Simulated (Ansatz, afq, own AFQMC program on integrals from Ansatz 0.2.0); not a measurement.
## Atomization energy of SiNH₅, singlet

```yaml
atoms:
  - { symbol: Si, position_ang: [-0.0113, 0.0000, 0.5726] }
  - { symbol: N, position_ang: [0.0538, 0.0000, -1.1465] }
  - { symbol: H, position_ang: [0.6843, -1.2207, 1.0558] }
  - { symbol: H, position_ang: [0.6843, 1.2207, 1.0558] }
  - { symbol: H, position_ang: [-1.3785, 0.0000, 1.1752] }
  - { symbol: H, position_ang: [-0.2111, -0.8283, -1.6548] }
  - { symbol: H, position_ang: [-0.2111, 0.8283, -1.6548] }
```

Atoms in their ground-state spins without spin–orbit coupling (mostly on UHF) minus the molecule (RHF), without zero-point energy. The geometry is a stationary point, not shown to be a minimum.

Basis cc-pVDZ. Only valence electrons are correlated. Integrals, coupled cluster, full CI and functionals: Ansatz 0.2.0; the random walks run on the same integrals in our own AFQMC program. ph-AFQMC/CISD is guided by a CISD state made of CCSD amplitudes; releasing the constraint for a short imaginary time cuts its bias at the price of noise, slowly where states lie close. Uncertainties: one standard error, sampling alone. The errors of all members are added in quadrature.

No full CI on the walks' own integrals is used here. The released AFQMC energy serves as the reference, which it does only where one determinant dominates, the energy is flat over the last release times and near the phaseless one (40 meV or 2 meV an electron, half that with transition metals). On small molecules, where full CI could be run and the noise was under 10 meV, such values lay within 10 meV of it in 19 cases of 20, a flattering rate, since the rule was set on those same cases; what remains of the bias isn't in the error bar. Each member takes its own surest rung, up to full CI.

The best estimate is CCSD(T) at the basis-set limit (CBS: def2-TZVPP and def2-QZVPP, with their diffuse functions for anions and beside diffuse sets, CCSD(T) itself extrapolated) plus the step from CCSD(T) to AFQMC with the constraint released in cc-pVDZ. Rows without CBS are in cc-pVDZ, the functionals in def2-TZVP; B2PLYP and the wave-function rows carry a basis error of their own. Core correlation and relativity beyond core potentials are missing, and ± holds the sampling alone.

Cautions: SiNH₅ (singlet): the released value is read at 2.40 1/Eh with a noise of 20 meV, more than in the cases checked (meV from the phaseless value at times in 1/Eh: 3 ± 11 at 0.24, 4 ± 9 at 0.51, 28 ± 12 at 0.99, 0 ± 19 at 1.62, 9 ± 20 at 2.40); other spins of the molecule weren't checked.

```csv
level,atomization energy (kJ/mol)
wB97M-V,2167.5
PBE0,2122.2
B3LYP,2157.6
```

(1) From these cheaper values, estimate the atomization energy at the level of the best estimate.

(1) 2172.9 ± 1.9 kJ/mol (best estimate, highest rung released AFQMC).

| level | atomization energy (kJ/mol) | error against the best estimate (kJ/mol) |
| --- | --- | --- |
| HF | 1491.0 | -681.9 ± 1.9 |
| MP2 | 1927.7 | -245.2 ± 1.9 |
| CCSD | 1927.2 | -245.7 ± 1.9 |
| CCSD(T) | 1940.8 | -232.1 ± 1.9 |
| ph-AFQMC/CISD | 1944.1 ± 1.4 | -228.8 ± 2.4 |
| released AFQMC | 1942.9 ± 1.9 | -229.9 |
| HF/CBS | 1576.0 | -596.9 ± 1.9 |
| MP2/CBS | 2162.2 | -10.7 ± 1.9 |
| CCSD(T)/CBS | 2170.8 | -2.0 ± 1.9 |
| PBE | 2141.7 | -31.2 ± 1.9 |
| r2SCAN | 2139.5 | -33.3 ± 1.9 |
| B2PLYP | 2128.6 | -44.3 ± 1.9 |

Correlation beyond CCSD(T) changes it by less than twice the noise. Going to the basis-set limit adds 230.1 kJ/mol at CCSD(T). The perturbative (T) step is worth +13.6 kJ/mol. The functionals spread over 45.3 kJ/mol; wB97M-V comes nearest and PBE0 is 50.7 kJ/mol too low.

Best estimates are given only where the step beyond CCSD(T) is under 0.3 eV and no member's determinant is very poor (T1 over 0.05, or 0.07 for open shells, ⟨S²⟩ too high by 0.3, two states mixed), so the hardest cases are missing from such tables.

The functionals ran in a triple-zeta set and keep a basis error of their own, a few kJ/mol for each bond in atomization energies and more for double hybrids, so close places among them and the extrapolated levels can swap.

Each member of a difference takes its own highest rung, so a best estimate needn't equal the limit plus the step of one row. A walk keeps the symmetry of its determinant, which the program's search chose and which needn't be the lowest solution, so a lower state of the same spin and another symmetry isn't excluded. Released energies are given only where the last usable release times agree within the noise; a slower fall can still hide under it.
